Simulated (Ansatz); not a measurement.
A short molecular-dynamics run on C6H12 (`C=C(CC)CC`).

```yaml
crystal:
  periodic: [false, false, false]
  atoms:
    - {symbol: C, position_ang: [-0.985376, -1.616275, -0.995927]}
    - {symbol: C, position_ang: [-0.372374, -0.611622, -0.377052]}
    - {symbol: C, position_ang: [0.712697, -0.864534, 0.631103]}
    - {symbol: C, position_ang: [2.042312, -0.205671, 0.282142]}
    - {symbol: C, position_ang: [-0.740080, 0.817428, -0.660396]}
    - {symbol: C, position_ang: [-1.199642, 1.589758, 0.570867]}
    - {symbol: H, position_ang: [-0.721046, -2.649721, -0.797807]}
    - {symbol: H, position_ang: [-1.772036, -1.439037, -1.721812]}
    - {symbol: H, position_ang: [0.852328, -1.943875, 0.733374]}
    - {symbol: H, position_ang: [0.384773, -0.503317, 1.613272]}
    - {symbol: H, position_ang: [2.396810, -0.536430, -0.697217]}
    - {symbol: H, position_ang: [2.805363, -0.460338, 1.020886]}
    - {symbol: H, position_ang: [1.961425, 0.883513, 0.256690]}
    - {symbol: H, position_ang: [-1.526130, 0.833831, -1.419862]}
    - {symbol: H, position_ang: [0.122466, 1.332122, -1.100552]}
    - {symbol: H, position_ang: [-1.496353, 2.605711, 0.301321]}
    - {symbol: H, position_ang: [-0.408417, 1.667346, 1.320178]}
    - {symbol: H, position_ang: [-2.056711, 1.101090, 1.040795]}
basis:
  gaussian: {orbitals: def2-SVP}
hamiltonian: {xc: {name: revPBE}, dispersion: d3bjatm}
md: {timestep: 1 fs, n_steps: 50, ensemble: nve, temperature: 500, initial_velocities: maxwell_boltzmann, seed: 747}
```

```sh
$ ansatz run in.yaml --threads 2 --pin off --events-out ev --progress --plain --max-ram 31744MiB --backend cpu
```

| step | time (fs) | potential energy (eV) | kinetic (eV) | T (K) | conserved (eV) |
| --- | --- | --- | --- | --- | --- |
| 0 | 0.0 | -6411.9547 | 1.0341 | 500 | -6410.9206 |
| 1 | 1.0 | -6411.7887 | 0.8797 | 425 | -6410.9089 |
| 2 | 2.0 | -6411.5542 | 0.6676 | 323 | -6410.8866 |
| 3 | 3.0 | -6411.5495 | 0.6509 | 315 | -6410.8986 |
| 4 | 4.0 | -6411.6294 | 0.7165 | 346 | -6410.9129 |
| 5 | 5.0 | -6411.5718 | 0.6645 | 321 | -6410.9074 |
| 6 | 6.0 | -6411.4214 | 0.5228 | 253 | -6410.8986 |
| 7 | 7.0 | -6411.3026 | 0.4088 | 198 | -6410.8938 |
| 8 | 8.0 | -6411.2949 | 0.4032 | 195 | -6410.8917 |
| 9 | 9.0 | -6411.4299 | 0.5351 | 259 | -6410.8948 |
| 10 | 10.0 | -6411.6542 | 0.7479 | 362 | -6410.9063 |
| 11 | 11.0 | -6411.7968 | 0.8790 | 425 | -6410.9178 |
| 12 | 12.0 | -6411.7118 | 0.8014 | 387 | -6410.9104 |
| 13 | 13.0 | -6411.5346 | 0.6458 | 312 | -6410.8888 |
| 14 | 14.0 | -6411.5577 | 0.6612 | 320 | -6410.8965 |
| 15 | 15.0 | -6411.6857 | 0.7719 | 373 | -6410.9138 |
| 16 | 16.0 | -6411.6654 | 0.7552 | 365 | -6410.9102 |
| 17 | 17.0 | -6411.5106 | 0.6097 | 295 | -6410.9009 |
| 18 | 18.0 | -6411.3515 | 0.4563 | 221 | -6410.8951 |
| 19 | 19.0 | -6411.2804 | 0.3877 | 187 | -6410.8927 |
| 20 | 20.0 | -6411.3354 | 0.4405 | 213 | -6410.8949 |
| 21 | 21.0 | -6411.4786 | 0.5749 | 278 | -6410.9037 |
| 22 | 22.0 | -6411.5810 | 0.6681 | 323 | -6410.9129 |
| 23 | 23.0 | -6411.5206 | 0.6096 | 295 | -6410.9109 |
| 24 | 24.0 | -6411.3576 | 0.4646 | 225 | -6410.8930 |
| 25 | 25.0 | -6411.3476 | 0.4554 | 220 | -6410.8922 |
| 26 | 26.0 | -6411.4980 | 0.5871 | 284 | -6410.9110 |
| 27 | 27.0 | -6411.5491 | 0.6378 | 308 | -6410.9113 |
| 28 | 28.0 | -6411.4583 | 0.5563 | 269 | -6410.9020 |
| 29 | 29.0 | -6411.3468 | 0.4509 | 218 | -6410.8960 |
| 30 | 30.0 | -6411.3099 | 0.4160 | 201 | -6410.8939 |
| 31 | 31.0 | -6411.3819 | 0.4858 | 235 | -6410.8960 |
| 32 | 32.0 | -6411.5274 | 0.6241 | 302 | -6410.9034 |
| 33 | 33.0 | -6411.6389 | 0.7278 | 352 | -6410.9112 |
| 34 | 34.0 | -6411.6100 | 0.6982 | 338 | -6410.9119 |
| 35 | 35.0 | -6411.4582 | 0.5604 | 271 | -6410.8979 |
| 36 | 36.0 | -6411.3902 | 0.4977 | 241 | -6410.8925 |
| 37 | 37.0 | -6411.4711 | 0.5627 | 272 | -6410.9084 |
| 38 | 38.0 | -6411.4876 | 0.5771 | 279 | -6410.9105 |
| 39 | 39.0 | -6411.3782 | 0.4760 | 230 | -6410.9022 |
| 40 | 40.0 | -6411.2458 | 0.3490 | 169 | -6410.8968 |
| 41 | 41.0 | -6411.1749 | 0.2799 | 135 | -6410.8950 |
| 42 | 42.0 | -6411.1981 | 0.3026 | 146 | -6410.8955 |
| 43 | 43.0 | -6411.3084 | 0.4093 | 198 | -6410.8991 |
| 44 | 44.0 | -6411.4522 | 0.5465 | 264 | -6410.9057 |
| 45 | 45.0 | -6411.5341 | 0.6217 | 301 | -6410.9124 |
| 46 | 46.0 | -6411.4798 | 0.5746 | 278 | -6410.9052 |
| 47 | 47.0 | -6411.4112 | 0.5187 | 251 | -6410.8924 |
| 48 | 48.0 | -6411.4871 | 0.5829 | 282 | -6410.9042 |
| 49 | 49.0 | -6411.5579 | 0.6465 | 313 | -6410.9113 |
| 50 | 50.0 | -6411.5005 | 0.5953 | 288 | -6410.9051 |

Velocities are drawn at the set temperature; a run this short doesn't reach equilibrium.

Frames (Å, forces in eV/Å):

```xyz
18
time=0.0 fs
C    -0.985   -1.616   -0.996   -0.344   -0.563   -0.349
C    -0.372   -0.612   -0.377    0.335    0.550    0.339
C     0.713   -0.865    0.631    0.092    0.087   -0.116
C     2.042   -0.206    0.282   -0.114   -0.073    0.078
C    -0.740    0.817   -0.660   -0.042   -0.006    0.166
C    -1.200    1.590    0.571    0.049   -0.034   -0.144
H    -0.721   -2.650   -0.798    0.136   -0.590    0.100
H    -1.772   -1.439   -1.722   -0.446    0.081   -0.412
H     0.852   -1.944    0.733    0.075   -0.527    0.084
H     0.385   -0.503    1.613   -0.158    0.158    0.488
H     2.397   -0.536   -0.697    0.187   -0.156   -0.497
H     2.805   -0.460    1.021    0.415   -0.114    0.368
H     1.961    0.884    0.257   -0.014    0.546   -0.014
H    -1.526    0.834   -1.420   -0.373    0.037   -0.387
H     0.122    1.332   -1.101    0.411    0.256   -0.231
H    -1.496    2.606    0.301   -0.159    0.532   -0.111
H    -0.408    1.667    1.320    0.381    0.056    0.388
H    -2.057    1.101    1.041   -0.431   -0.241    0.251
18
time=5.0 fs
C    -1.017   -1.623   -0.982   -0.049   -1.004   -0.616
C    -0.350   -0.615   -0.358   -1.326    0.282   -1.815
C     0.708   -0.853    0.602    1.747   -2.032    2.766
C     2.066   -0.230    0.304    0.673    1.509   -1.484
C    -0.700    0.825   -0.671   -1.634    0.845   -0.374
C    -1.243    1.599    0.572    0.290    0.620   -0.419
H    -0.757   -2.714   -0.878    0.068    0.725    0.445
H    -1.821   -1.528   -1.760    0.419    0.587    0.521
H     0.864   -1.967    0.759   -0.157    0.537   -0.416
H     0.427   -0.573    1.661   -0.167    0.273   -0.527
H     2.329   -0.377   -0.804    0.002   -0.207    1.079
H     2.944   -0.501    0.954   -0.682   -0.257   -0.264
H     1.995    0.896    0.365    0.037   -0.458    0.132
H    -1.552    0.821   -1.435    0.922    0.015    0.413
H     0.125    1.490   -1.086   -0.325   -0.920    0.138
H    -1.604    2.625    0.209    0.437   -0.841    0.632
H    -0.376    1.698    1.277   -0.585    0.313    0.040
H    -2.096    1.098    1.098    0.332    0.016   -0.253
18
time=10.0 fs
C    -1.047   -1.644   -0.976    0.622    1.526    0.004
C    -0.351   -0.614   -0.370   -0.825   -0.308   -1.235
C     0.733   -0.874    0.617    0.754   -0.141    0.622
C     2.098   -0.229    0.302   -0.643    0.738    0.465
C    -0.688    0.845   -0.682   -1.145   -0.482    1.850
C    -1.276    1.607    0.568   -0.346    1.082   -0.980
H    -0.767   -2.685   -0.859    0.192   -0.590    0.449
H    -1.837   -1.488   -1.738    0.119    0.289    0.237
H     0.854   -1.945    0.708    0.169   -1.025   -0.004
H     0.425   -0.573    1.636   -0.194    0.272    0.180
H     2.279   -0.270   -0.758    0.451   -0.366   -1.101
H     2.972   -0.606    0.862   -0.141   -0.299    0.091
H     2.036    0.852    0.505    0.081    0.349    0.194
H    -1.454    0.814   -1.428   -0.904    0.121   -1.082
H     0.105    1.484   -1.062    0.888   -0.022   -0.290
H    -1.674    2.645    0.196    0.501   -1.442    0.705
H    -0.442    1.797    1.264   -0.028    0.146    0.359
H    -2.103    1.075    1.118    0.449    0.152   -0.464
18
time=15.0 fs
C    -1.061   -1.644   -0.967    0.790    0.420    0.245
C    -0.366   -0.617   -0.405    0.713   -0.023    0.961
C     0.773   -0.905    0.646   -0.927   -0.420   -1.204
C     2.120   -0.212    0.301   -0.200   -0.276   -0.460
C    -0.700    0.860   -0.669   -0.577   -0.207   -1.208
C    -1.301    1.620    0.550    1.599   -0.709    0.139
H    -0.759   -2.706   -0.752   -0.472    0.631   -0.252
H    -1.852   -1.375   -1.686   -0.115   -0.453   -0.037
H     0.870   -2.044    0.654    0.069    1.041    0.354
H     0.387   -0.524    1.626    0.262   -0.392   -0.078
H     2.306   -0.235   -0.826   -0.130    0.148    0.979
H     2.956   -0.775    0.780   -0.095    0.348   -0.016
H     2.101    0.844    0.677    0.248   -0.348   -0.320
H    -1.454    0.840   -1.555    0.800    0.288    1.136
H     0.211    1.420   -1.071   -0.639   -0.474    0.394
H    -1.720    2.556    0.263   -0.789    1.301   -0.667
H    -0.536    1.918    1.310    0.019   -0.396   -0.194
H    -2.059    1.043    1.072   -0.557   -0.478    0.228
18
time=20.0 fs
C    -1.061   -1.632   -0.955   -0.913    0.828   -0.818
C    -0.370   -0.620   -0.422    1.112    0.589    2.040
C     0.796   -0.937    0.653   -1.438    2.463   -1.918
C     2.136   -0.201    0.296   -0.230   -1.511    1.540
C    -0.720    0.868   -0.670    1.557   -1.025    1.040
C    -1.306    1.624    0.533   -2.433    1.404   -0.031
H    -0.833   -2.654   -0.682   -0.029   -0.695   -0.140
H    -1.899   -1.356   -1.652    0.386   -0.631    0.334
H     0.910   -2.007    0.673    0.183   -0.975    0.207
H     0.399   -0.550    1.617    0.218   -0.301    0.108
H     2.321   -0.173   -0.769   -0.006    0.297   -0.879
H     2.934   -0.873    0.707    0.060    0.541   -0.004
H     2.216    0.787    0.786    0.030    0.081   -0.251
H    -1.354    0.926   -1.523   -1.195    0.051   -1.102
H     0.233    1.288   -1.015    0.344    0.674    0.004
H    -1.883    2.668    0.212    1.221   -2.408    0.501
H    -0.616    1.962    1.327    0.389   -0.268   -0.088
H    -2.094    0.949    1.044    0.746    0.887   -0.542
18
time=25.0 fs
C    -1.070   -1.610   -0.951    0.077   -1.144    0.580
C    -0.353   -0.613   -0.401   -0.099    0.015    0.961
C     0.794   -0.934    0.623   -0.280    0.069   -0.587
C     2.147   -0.215    0.310   -0.078   -0.257   -0.688
C    -0.719    0.860   -0.664    0.883    0.221   -1.060
C    -1.340    1.644    0.518    3.073   -3.293    0.836
H    -0.924   -2.682   -0.660    0.253    0.509   -0.245
H    -1.928   -1.454   -1.596   -0.399    0.347   -0.444
H     0.974   -2.060    0.729   -0.333    0.999   -0.483
H     0.455   -0.638    1.639   -0.058    0.163    0.026
H     2.318   -0.051   -0.802   -0.248   -0.118    0.790
H     2.950   -0.880    0.641    0.487   -0.238    0.109
H     2.335    0.742    0.839   -0.387    0.093   -0.077
H    -1.399    1.011   -1.588    0.807   -0.588    1.040
H     0.285    1.281   -0.946   -0.494    0.452   -0.054
H    -1.880    2.431    0.209   -2.076    3.762   -1.492
H    -0.622    1.940    1.313    0.014   -0.024   -0.198
H    -2.043    0.975    0.952   -1.141   -0.968    0.985
18
time=30.0 fs
C    -1.082   -1.604   -0.939   -0.812    0.551   -0.108
C    -0.339   -0.606   -0.364   -1.338   -0.367   -1.002
C     0.786   -0.922    0.583    0.565    0.981    1.426
C     2.158   -0.236    0.319    0.793    0.005    0.392
C    -0.697    0.853   -0.669    1.466    0.401    1.311
C    -1.352    1.630    0.508   -2.712    0.167   -0.668
H    -0.954   -2.654   -0.681    0.486   -0.471    0.154
H    -2.000   -1.481   -1.608    1.072    0.451    0.613
H     0.977   -1.983    0.685   -0.128   -1.010   -0.480
H     0.498   -0.691    1.656   -0.116    0.256   -0.577
H     2.273    0.051   -0.734    0.088   -0.172   -0.492
H     3.037   -0.907    0.591   -0.781    0.356   -0.271
H     2.367    0.713    0.873   -0.467   -0.223    0.060
H    -1.341    0.978   -1.517   -0.605   -0.357   -1.069
H     0.260    1.384   -0.898   -0.193   -0.002   -0.213
H    -2.034    2.573    0.062    1.909   -1.987    1.274
H    -0.610    1.919    1.272   -0.150    0.343    0.087
H    -2.128    0.910    0.998    0.922    1.078   -0.435
18
time=35.0 fs
C    -1.100   -1.594   -0.922    1.598   -0.285    1.483
C    -0.348   -0.604   -0.343   -0.523    0.258   -1.377
C     0.790   -0.901    0.565    1.145   -1.944    0.330
C     2.178   -0.255    0.328   -1.248    1.320   -1.216
C    -0.656    0.854   -0.658   -1.670    0.141   -0.472
C    -1.398    1.614    0.488    3.429   -2.273    0.797
H    -0.888   -2.668   -0.686   -0.092    0.528   -0.140
H    -1.935   -1.397   -1.558   -0.905    0.350   -0.758
H     0.936   -2.028    0.534   -0.146    0.692    0.158
H     0.507   -0.684    1.595   -0.330    0.142    0.717
H     2.239    0.112   -0.727    0.171   -0.263    0.153
H     3.019   -0.905    0.502    0.640   -0.752    0.289
H     2.303    0.657    0.930    0.096    0.201    0.288
H    -1.338    0.853   -1.577    0.631    0.111    0.722
H     0.207    1.499   -0.901    0.420   -0.342   -0.230
H    -1.874    2.430    0.119   -1.812    3.192   -1.399
H    -0.641    1.961    1.234   -0.274   -0.054   -0.041
H    -2.095    0.999    1.003   -1.130   -1.022    0.698
18
time=40.0 fs
C    -1.099   -1.583   -0.887   -1.195    1.009   -1.202
C    -0.365   -0.597   -0.347    1.605    0.990    0.081
C     0.811   -0.908    0.558   -0.721   -0.564    0.851
C     2.183   -0.254    0.321    0.212    0.098    0.070
C    -0.639    0.858   -0.651   -0.920    0.103   -0.278
C    -1.411    1.578    0.474   -1.280    2.254   -0.210
H    -0.829   -2.622   -0.710   -0.241   -0.521    0.003
H    -1.959   -1.269   -1.589    0.966   -0.825    0.871
H     0.878   -1.997    0.421    0.348   -0.414    0.665
H     0.464   -0.660    1.620    0.374   -0.510   -0.697
H     2.247    0.122   -0.721    0.158    0.065    0.028
H     3.050   -0.992    0.460   -0.881    0.823    0.115
H     2.257    0.618    1.027    0.464   -0.356   -0.480
H    -1.259    0.760   -1.557   -0.336    0.608   -0.234
H     0.227    1.524   -0.946   -0.172   -0.809    0.279
H    -1.890    2.615    0.044    0.575   -2.294    0.794
H    -0.710    2.001    1.211    0.283   -0.204    0.394
H    -2.194    0.978    1.072    0.762    0.549   -1.052
18
time=45.0 fs
C    -1.109   -1.561   -0.864    1.409   -0.677    0.552
C    -0.355   -0.574   -0.351    1.305   -0.382    0.508
C     0.822   -0.930    0.563   -0.425   -0.584   -1.253
C     2.185   -0.249    0.312   -1.259    0.186   -0.217
C    -0.643    0.862   -0.648   -1.372   -0.607   -0.470
C    -1.432    1.574    0.460    1.642    1.100    0.452
H    -0.835   -2.631   -0.740   -0.321    0.341    0.074
H    -1.882   -1.277   -1.520   -1.612    0.109   -1.160
H     0.890   -2.033    0.447    0.285    0.084    0.350
H     0.478   -0.726    1.567   -0.097    0.094    1.105
H     2.290    0.146   -0.714   -0.035    0.137   -0.077
H     2.964   -0.968    0.454    1.060   -0.799    0.230
H     2.313    0.540    1.051    0.305    0.675    0.149
H    -1.246    0.797   -1.582   -0.165    0.457    0.111
H     0.255    1.404   -0.944    0.589    0.404    0.126
H    -1.869    2.484    0.064   -0.583    0.639   -0.390
H    -0.741    1.982    1.252   -0.188   -0.460   -0.172
H    -2.201    1.008    0.970   -0.540   -0.716    0.083
18
time=50.0 fs
C    -1.108   -1.543   -0.844   -1.273    0.449   -1.672
C    -0.321   -0.558   -0.347   -0.804   -1.601   -0.195
C     0.824   -0.959    0.555   -0.030    0.184    1.280
C     2.173   -0.243    0.303    1.436   -0.467    0.812
C    -0.666    0.859   -0.653    0.940    0.789   -0.993
C    -1.428    1.586    0.456   -1.693    0.441   -0.781
H    -0.900   -2.612   -0.746    0.138   -0.283    0.313
H    -1.993   -1.314   -1.567    1.222   -0.185    1.149
H     0.963   -2.074    0.544   -0.125    0.497   -0.352
H     0.505   -0.793    1.647    0.292    0.127   -0.884
H     2.323    0.192   -0.718   -0.219   -0.303    0.303
H     3.003   -1.018    0.479   -0.648    0.802   -0.379
H     2.425    0.560    1.061   -0.449   -0.313   -0.561
H    -1.282    0.924   -1.605    0.506   -0.243    0.638
H     0.345    1.337   -0.898   -1.011    0.189    0.226
H    -1.979    2.490    0.000    0.828   -0.685    0.714
H    -0.790    1.880    1.288    0.250    0.278    0.520
H    -2.267    0.926    0.839    0.637    0.326   -0.136
```

It took 120 s on 2 threads of an AMD EPYC 7R13 on a shared host, with 0.22 GiB of host memory at the peak.
